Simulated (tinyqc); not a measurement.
Inside a calculation (part 3 of 3). Method: UHF in the sto-6g basis, for NH3+, spin multiplicity 2. Computed by tinyqc, a small Python program that keeps every step (integrals from PySCF). Command: `OMP_NUM_THREADS=1 python tinyqc.py 26355 26356 out.jsonl` (the two numbers bound the seeds that draw the settings). One thread of a shared host (Intel(R) Xeon(R) Processor @ 2.60GHz), about 0.4 s of CPU time with the checks.

Geometry (angstrom):
```
atom         x         y        z
N      0.00000   0.00000  0.35500
H      1.01200   0.00000  0.00000
H     -0.50600   0.87600  0.00000
H     -0.50600  -0.87600  0.00000
```

## Iteration 2: diagonalisation and new density

F(alpha) (hartree):
```
            1N 1s     1N 2s    1N 2px    1N 2py    1N 2pz     2H 1s     3H 1s     4H 1s
1N 1s   -16.30846  -3.92292   0.00001   0.00000   0.00268  -0.90236  -0.90307  -0.90307
1N 2s    -3.92292  -2.47136   0.00012   0.00000   0.00099  -1.03149  -1.03203  -1.03203
1N 2px    0.00001   0.00012  -0.92303   0.00000  -0.00005  -0.61692   0.30866   0.30866
1N 2py    0.00000   0.00000   0.00000  -0.92306   0.00000   0.00000  -0.53434   0.53434
1N 2pz    0.00268   0.00099  -0.00005   0.00000  -0.99969   0.23207   0.23220   0.23220
2H 1s    -0.90236  -1.03149  -0.61692   0.00000   0.23207  -0.84699  -0.34429  -0.34429
3H 1s    -0.90307  -1.03203   0.30866  -0.53434   0.23220  -0.34429  -0.84742  -0.34461
4H 1s    -0.90307  -1.03203   0.30866   0.53434   0.23220  -0.34429  -0.34461  -0.84742
```

F(beta) (hartree):
```
            1N 1s     1N 2s    1N 2px    1N 2py    1N 2pz     2H 1s     3H 1s     4H 1s
1N 1s   -16.27595  -3.89450   0.00001   0.00000   0.00457  -0.89472  -0.89542  -0.89542
1N 2s    -3.89450  -2.24863   0.00011   0.00000   0.25319  -0.99431  -0.99482  -0.99482
1N 2px    0.00001   0.00011  -0.84633   0.00000  -0.00007  -0.60969   0.30504   0.30504
1N 2py    0.00000   0.00000   0.00000  -0.84637   0.00000   0.00000  -0.52808   0.52808
1N 2pz    0.00457   0.25319  -0.00007   0.00000  -0.31840   0.22892   0.22906   0.22906
2H 1s    -0.89472  -0.99431  -0.60969   0.00000   0.22892  -0.84420  -0.33170  -0.33170
3H 1s    -0.89542  -0.99482   0.30504  -0.52808   0.22906  -0.33170  -0.84459  -0.33201
4H 1s    -0.89542  -0.99482   0.30504   0.52808   0.22906  -0.33170  -0.33201  -0.84459
```

X:
```
               1         2         3         4         5         6         7         8
1N 1s   -0.30517   0.00000  -0.00039   0.76801   0.60717   0.00000   0.00009   0.13496
1N 2s    1.35220   0.00000   0.00121  -0.17257   0.20675   0.00000   0.00017   0.41999
1N 2px  -0.00124   0.00000   0.98752   0.00004  -0.00004   0.00000   0.64843  -0.00014
1N 2py   0.00000   0.98749   0.00000   0.00000   0.00000   0.64852   0.00000   0.00000
1N 2pz  -0.37706   0.00000  -0.00028  -0.64837   0.71513   0.00000  -0.00001  -0.11784
2H 1s   -0.62737   0.00000  -0.96754  -0.11844  -0.09304   0.00000   0.44158   0.30276
3H 1s   -0.62916  -0.83759   0.48289  -0.11836  -0.09298   0.38229  -0.22064   0.30295
4H 1s   -0.62916   0.83759   0.48289  -0.11836  -0.09298  -0.38229  -0.22064   0.30295
```

Diagonalise F' = X^T F X, C = X C', fill 5 alpha and 4 beta electrons from the bottom; D(s) = C_occ C_occ^T. Each column has its largest component positive (the first on a tie).

F' = X^T F X (alpha) (hartree):
```
          1         2         3         4         5         6         7         8
1  -0.20999   0.00000  -0.00069   1.21434   0.81717   0.00000   0.00014  -0.11089
2   0.00000   0.16225   0.00000   0.00000   0.00000  -0.09207   0.00000   0.00000
3  -0.00069   0.00000   0.16212   0.00203   0.00152   0.00000  -0.09217   0.00019
4   1.21434   0.00000   0.00203  -8.66744  -6.91836   0.00000  -0.00136  -2.99522
5   0.81717   0.00000   0.00152  -6.91836  -7.31903   0.00000  -0.00127  -2.82495
6   0.00000  -0.09207   0.00000   0.00000   0.00000  -1.06510   0.00000   0.00000
7   0.00014   0.00000  -0.09217  -0.00136  -0.00127   0.00000  -1.06506  -0.00053
8  -0.11089   0.00000   0.00019  -2.99522  -2.82495   0.00000  -0.00053  -2.67321
```

orbital energies (alpha) (hartree): MO1 -16.31124, MO2 -1.63836, MO3 -1.07197, MO4 -1.07195, MO5 -1.03416, MO6 0.11408, MO7 0.16901, MO8 0.16911

coefficients C (alpha):
```
             MO1       MO2       MO3       MO4       MO5       MO6       MO7       MO8
1N 1s    0.99634  -0.23057   0.00000  -0.00009  -0.03611  -0.15060  -0.00051   0.00000
1N 2s    0.01799   0.89184   0.00000   0.00052   0.23388   1.10768   0.00396   0.00000
1N 2px   0.00000  -0.00014   0.00000   0.72018  -0.00092   0.00290  -0.93647   0.00000
1N 2py   0.00000   0.00000   0.72019   0.00000   0.00000   0.00000   0.00000   0.93651
1N 2pz  -0.00158  -0.00268   0.00000   0.00113   0.93341  -0.46538  -0.00165   0.00000
2H 1s   -0.00355   0.08933   0.00000   0.36810  -0.12142  -0.70093   0.99475   0.00000
3H 1s   -0.00355   0.08941   0.31892  -0.18424  -0.12075  -0.69616  -0.50097  -0.86371
4H 1s   -0.00355   0.08941  -0.31892  -0.18424  -0.12075  -0.69616  -0.50097   0.86371
```

F' = X^T F X (beta) (hartree):
```
          1         2         3         4         5         6         7         8
1  -0.13520   0.00000  -0.00065   1.13344   0.90680   0.00000   0.00011  -0.03751
2   0.00000   0.20259   0.00000   0.00000   0.00000  -0.03877   0.00000   0.00000
3  -0.00065   0.00000   0.20248   0.00193   0.00163   0.00000  -0.03887   0.00026
4   1.13344   0.00000   0.00193  -8.30808  -7.29321   0.00000  -0.00136  -3.01903
5   0.90680   0.00000   0.00163  -7.29321  -6.87066   0.00000  -0.00125  -2.78062
6   0.00000  -0.03877   0.00000   0.00000   0.00000  -1.02950   0.00000   0.00000
7   0.00011   0.00000  -0.03887  -0.00136  -0.00125   0.00000  -1.02947  -0.00052
8  -0.03751   0.00000   0.00026  -3.01903  -2.78062   0.00000  -0.00052  -2.60702
```

orbital energies (beta) (hartree): MO1 -16.27811, MO2 -1.50552, MO3 -1.03072, MO4 -1.03069, MO5 -0.27312, MO6 0.13578, MO7 0.20370, MO8 0.20381

coefficients C (beta):
```
             MO1       MO2       MO3       MO4       MO5       MO6       MO7       MO8
1N 1s    0.99680  -0.21258   0.00000  -0.00005  -0.08716  -0.15309  -0.00044   0.00000
1N 2s    0.01582   0.79264   0.00000   0.00028   0.45418   1.11470   0.00341   0.00000
1N 2px   0.00000  -0.00016   0.00000   0.67922  -0.00004   0.00251  -0.96660   0.00000
1N 2py   0.00000   0.00000   0.67923   0.00000   0.00000   0.00000   0.00000   0.96663
1N 2pz  -0.00175  -0.17518   0.00000  -0.00001   0.89373  -0.50834  -0.00149   0.00000
2H 1s   -0.00319   0.13305   0.00000   0.41084  -0.12927  -0.69185   0.97837   0.00000
3H 1s   -0.00319   0.13316   0.35579  -0.20536  -0.12921  -0.68795  -0.49220  -0.84919
4H 1s   -0.00319   0.13316  -0.35579  -0.20536  -0.12921  -0.68795  -0.49220   0.84919
```

D(alpha) after iteration 2:
```
           1N 1s     1N 2s    1N 2px    1N 2py    1N 2pz     2H 1s     3H 1s     4H 1s
1N 1s    1.04716  -0.19615   0.00000   0.00000  -0.03466  -0.01978  -0.01978  -0.01978
1N 2s   -0.19615   0.85039   0.00004   0.00000   0.21588   0.05140   0.05134   0.05134
1N 2px   0.00000   0.00004   0.51866   0.00000  -0.00004   0.26520  -0.13259  -0.13259
1N 2py   0.00000   0.00000   0.00000   0.51867   0.00000   0.00000   0.22969  -0.22969
1N 2pz  -0.03466   0.21588  -0.00004   0.00000   0.87127  -0.11316  -0.11316  -0.11316
2H 1s   -0.01978   0.05140   0.26520   0.00000  -0.11316   0.15824  -0.04516  -0.04516
3H 1s   -0.01978   0.05134  -0.13259   0.22969  -0.11316  -0.04516   0.15825  -0.04518
4H 1s   -0.01978   0.05134  -0.13259  -0.22969  -0.11316  -0.04516  -0.04518   0.15825
```

D(beta) after iteration 2:
```
           1N 1s     1N 2s    1N 2px    1N 2py    1N 2pz     2H 1s     3H 1s     4H 1s
1N 1s    1.03880  -0.15273   0.00000   0.00000   0.03550  -0.03148  -0.03148  -0.03148
1N 2s   -0.15273   0.62852   0.00006   0.00000  -0.13888   0.10552   0.10544   0.10544
1N 2px   0.00000   0.00006   0.46134   0.00000   0.00002   0.27902  -0.13951  -0.13951
1N 2py   0.00000   0.00000   0.00000   0.46135   0.00000   0.00000   0.24166  -0.24166
1N 2pz   0.03550  -0.13888   0.00002   0.00000   0.03069  -0.02330  -0.02332  -0.02332
2H 1s   -0.03148   0.10552   0.27902   0.00000  -0.02330   0.18650  -0.06664  -0.06664
3H 1s   -0.03148   0.10544  -0.13951   0.24166  -0.02332  -0.06664   0.18650  -0.06667
4H 1s   -0.03148   0.10544  -0.13951  -0.24166  -0.02332  -0.06664  -0.06667   0.18650
```

Within a degenerate level the vectors are fixed only up to a rotation; this is one choice.

## Iteration 9 (converged): orbitals

converged F(alpha) (hartree):
```
            1N 1s     1N 2s    1N 2px    1N 2py    1N 2pz     2H 1s     3H 1s     4H 1s
1N 1s   -16.12202  -3.88889   0.00001   0.00000   0.00406  -0.89524  -0.89594  -0.89594
1N 2s    -3.88889  -2.40350   0.00011   0.00000   0.03377  -1.00892  -1.00944  -1.00944
1N 2px    0.00001   0.00011  -0.87852   0.00000  -0.00004  -0.59766   0.29902   0.29902
1N 2py    0.00000   0.00000   0.00000  -0.87854   0.00000   0.00000  -0.51766   0.51766
1N 2pz    0.00406   0.03377  -0.00004   0.00000  -0.93321   0.22878   0.22891   0.22891
2H 1s    -0.89524  -1.00892  -0.59766   0.00000   0.22878  -0.80574  -0.33906  -0.33906
3H 1s    -0.89594  -1.00944   0.29902  -0.51766   0.22891  -0.33906  -0.80616  -0.33937
4H 1s    -0.89594  -1.00944   0.29902   0.51766   0.22891  -0.33906  -0.33937  -0.80616
```

converged F(beta) (hartree):
```
            1N 1s     1N 2s    1N 2px    1N 2py    1N 2pz     2H 1s     3H 1s     4H 1s
1N 1s   -16.08949  -3.85514   0.00001   0.00000   0.00686  -0.88639  -0.88708  -0.88708
1N 2s    -3.85514  -2.18589   0.00010   0.00000   0.23002  -0.97243  -0.97291  -0.97291
1N 2px    0.00001   0.00010  -0.78676   0.00000  -0.00010  -0.59415   0.29727   0.29727
1N 2py    0.00000   0.00000   0.00000  -0.78679   0.00000   0.00000  -0.51461   0.51461
1N 2pz    0.00686   0.23002  -0.00010   0.00000  -0.21320   0.20791   0.20807   0.20807
2H 1s    -0.88639  -0.97243  -0.59415   0.00000   0.20791  -0.81981  -0.32560  -0.32560
3H 1s    -0.88708  -0.97291   0.29727  -0.51461   0.20807  -0.32560  -0.82019  -0.32591
4H 1s    -0.88708  -0.97291   0.29727   0.51461   0.20807  -0.32560  -0.32591  -0.82019
```

As before.

F' = X^T F X (alpha) (hartree):
```
          1         2         3         4         5         6         7         8
1  -0.17063   0.00000  -0.00070   1.17550   0.82627   0.00000   0.00013  -0.10873
2   0.00000   0.20099   0.00000   0.00000   0.00000  -0.09215   0.00000   0.00000
3  -0.00070   0.00000   0.20085   0.00198   0.00153   0.00000  -0.09226   0.00019
4   1.17550   0.00000   0.00198  -8.53101  -6.87274   0.00000  -0.00135  -2.98009
5   0.82627   0.00000   0.00153  -6.87274  -7.19633   0.00000  -0.00125  -2.79204
6   0.00000  -0.09215   0.00000   0.00000   0.00000  -1.01931   0.00000   0.00000
7   0.00013   0.00000  -0.09226  -0.00135  -0.00125   0.00000  -1.01928  -0.00053
8  -0.10873   0.00000   0.00019  -2.98009  -2.79204   0.00000  -0.00053  -2.62242
```

orbital energies (alpha) (hartree): MO1 -16.12509, MO2 -1.57908, MO3 -1.02623, MO4 -1.02621, MO5 -0.95643, MO6 0.14020, MO7 0.20778, MO8 0.20791

coefficients C (alpha):
```
             MO1       MO2       MO3       MO4       MO5       MO6       MO7       MO8
1N 1s    0.99613  -0.22873   0.00000  -0.00007  -0.04539  -0.15226  -0.00046   0.00000
1N 2s    0.01898   0.87598   0.00000   0.00036   0.26140   1.11415   0.00354   0.00000
1N 2px   0.00000  -0.00014   0.00000   0.72064  -0.00036   0.00252  -0.93612   0.00000
1N 2py   0.00000   0.00000   0.72065   0.00000   0.00000   0.00000   0.00000   0.93616
1N 2pz  -0.00178  -0.04901   0.00000   0.00039   0.93930  -0.45072  -0.00143   0.00000
2H 1s   -0.00373   0.09713   0.00000   0.36771  -0.10539  -0.70204   0.99521   0.00000
3H 1s   -0.00373   0.09721   0.31850  -0.18390  -0.10517  -0.69786  -0.50078  -0.86387
4H 1s   -0.00373   0.09721  -0.31850  -0.18390  -0.10517  -0.69786  -0.50078   0.86387
```

F' = X^T F X (beta) (hartree):
```
          1         2         3         4         5         6         7         8
1  -0.08507   0.00000  -0.00065   1.12749   0.87652   0.00000   0.00009  -0.00866
2   0.00000   0.24181   0.00000   0.00000   0.00000  -0.01679   0.00000   0.00000
3  -0.00065   0.00000   0.24168   0.00192   0.00158   0.00000  -0.01689   0.00029
4   1.12749   0.00000   0.00192  -8.17990  -7.25023   0.00000  -0.00132  -2.97273
5   0.87652   0.00000   0.00158  -7.25023  -6.73644   0.00000  -0.00127  -2.77556
6   0.00000  -0.01679   0.00000   0.00000   0.00000  -0.98573   0.00000   0.00000
7   0.00009   0.00000  -0.01689  -0.00132  -0.00127   0.00000  -0.98572  -0.00052
8  -0.00866   0.00000   0.00029  -2.97273  -2.77556   0.00000  -0.00052  -2.55109
```

orbital energies (beta) (hartree): MO1 -16.09176, MO2 -1.44499, MO3 -0.98596, MO4 -0.98595, MO5 -0.18867, MO6 0.17292, MO7 0.24192, MO8 0.24204

coefficients C (beta):
```
             MO1       MO2       MO3       MO4       MO5       MO6       MO7       MO8
1N 1s    0.99671  -0.21129   0.00000  -0.00006  -0.09255  -0.15231   0.00047   0.00000
1N 2s    0.01625   0.77768   0.00000   0.00029   0.50770   1.10206  -0.00355   0.00000
1N 2px   0.00000  -0.00015   0.00000   0.66195  -0.00003   0.00268   0.97850   0.00000
1N 2py   0.00000   0.00000   0.66197   0.00000   0.00000   0.00000   0.00000   0.97853
1N 2pz  -0.00191  -0.14687   0.00000   0.00004   0.86363  -0.56605   0.00168   0.00000
2H 1s   -0.00325   0.14499   0.00000   0.42817  -0.17411  -0.67958  -0.97085   0.00000
3H 1s   -0.00325   0.14512   0.37080  -0.21403  -0.17395  -0.67552   0.48854  -0.84274
4H 1s   -0.00325   0.14512  -0.37080  -0.21403  -0.17395  -0.67552   0.48854   0.84274
```

D(alpha) after iteration 9:
```
           1N 1s     1N 2s    1N 2px    1N 2py    1N 2pz     2H 1s     3H 1s     4H 1s
1N 1s    1.04665  -0.19333   0.00000   0.00000  -0.03321  -0.02117  -0.02116  -0.02116
1N 2s   -0.19333   0.83602   0.00005   0.00000   0.20257   0.05760   0.05753   0.05753
1N 2px   0.00000   0.00005   0.51933   0.00000  -0.00005   0.26501  -0.13250  -0.13250
1N 2py   0.00000   0.00000   0.00000   0.51933   0.00000   0.00000   0.22953  -0.22953
1N 2pz  -0.03321   0.20257  -0.00005   0.00000   0.88470  -0.10360  -0.10361  -0.10361
2H 1s   -0.02117   0.05760   0.26501   0.00000  -0.10360   0.15576  -0.04708  -0.04708
3H 1s   -0.02116   0.05753  -0.13250   0.22953  -0.10361  -0.04708   0.15579  -0.04710
4H 1s   -0.02116   0.05753  -0.13250  -0.22953  -0.10361  -0.04708  -0.04710   0.15579
```

D(beta) after iteration 9:
```
           1N 1s     1N 2s    1N 2px    1N 2py    1N 2pz     2H 1s     3H 1s     4H 1s
1N 1s    1.03807  -0.14812  -0.00001   0.00000   0.02913  -0.03390  -0.03389  -0.03389
1N 2s   -0.14812   0.60505   0.00007   0.00000  -0.11425   0.11283   0.11274   0.11274
1N 2px  -0.00001   0.00007   0.43818   0.00000   0.00005   0.28341  -0.14170  -0.14170
1N 2py   0.00000   0.00000   0.00000   0.43820   0.00000   0.00000   0.24546  -0.24546
1N 2pz   0.02913  -0.11425   0.00005   0.00000   0.02158  -0.02127  -0.02132  -0.02132
2H 1s   -0.03390   0.11283   0.28341   0.00000  -0.02127   0.20436  -0.07059  -0.07059
3H 1s   -0.03389   0.11274  -0.14170   0.24546  -0.02132  -0.07059   0.20438  -0.07061
4H 1s   -0.03389   0.11274  -0.14170  -0.24546  -0.02132  -0.07059  -0.07061   0.20438
```

Within a degenerate level the vectors are fixed only up to a rotation; this is one choice.

## Convergence

Stop when the energy changes by less than 1e-08 hartree and every element of the error matrix X^T (F D S - S D F) X (for each spin) is below 3e-05.

Course of the cycle:
```
iteration  E (hartree)     change  largest element of the error matrix
1          -53.7890707          -                             4.52e-01
2          -55.6879168  -1.90e+00                             9.25e-02
3          -55.7155630  -2.76e-02                             1.90e-02
4          -55.7166758  -1.11e-03                             5.60e-03
5          -55.7169128  -2.37e-04                             2.12e-03
6          -55.7169425  -2.97e-05                             6.17e-04
7          -55.7169464  -3.90e-06                             2.56e-04
8          -55.7169470  -5.87e-07                             1.13e-05
9          -55.7169470  -4.54e-10                             3.45e-06
```

PySCF UHF in the same basis, after a stability check = -55.7169470 hartree

Converged in 9 iterations.

## Populations, bond orders and dipole

overlap S:
```
          1N 1s    1N 2s    1N 2px    1N 2py    1N 2pz     2H 1s     3H 1s     4H 1s
1N 1s   1.00000  0.22942   0.00000   0.00000   0.00000   0.05246   0.05250   0.05250
1N 2s   0.22942  1.00000   0.00000   0.00000   0.00000   0.45912   0.45932   0.45932
1N 2px  0.00000  0.00000   1.00000   0.00000   0.00000   0.39442  -0.19733  -0.19733
1N 2py  0.00000  0.00000   0.00000   1.00000   0.00000   0.00000   0.34162  -0.34162
1N 2pz  0.00000  0.00000   0.00000   0.00000   1.00000  -0.13836  -0.13844  -0.13844
2H 1s   0.05246  0.45912   0.39442   0.00000  -0.13836   1.00000   0.17659   0.17659
3H 1s   0.05250  0.45932  -0.19733   0.34162  -0.13844   0.17659   1.00000   0.17676
4H 1s   0.05250  0.45932  -0.19733  -0.34162  -0.13844   0.17659   0.17676   1.00000
```

Mulliken: Z minus the diagonal of D S on the atom; Loewdin: the same with S^(1/2) D S^(1/2); Mayer order: 2 sum_s sum (D(s) S)_ij (D(s) S)_ji over the two atoms.

Charges (e):
```
atom  Mulliken  Loewdin  Mulliken spin
1N    -0.11736  0.15238        1.18254
2H     0.37249  0.28262       -0.06085
3H     0.37243  0.28250       -0.06084
4H     0.37243  0.28250       -0.06084
```

Mayer bond orders:
```
pair    order
2-1   0.84101
3-1   0.84107
3-2   0.00827
4-1   0.84107
4-2   0.00827
4-3   0.00826
```

dipole moment about the origin, x y z (debye): 0.00025  0.00000  0.00015

<S^2> of the determinant (pure state: 0.75) = 0.76005
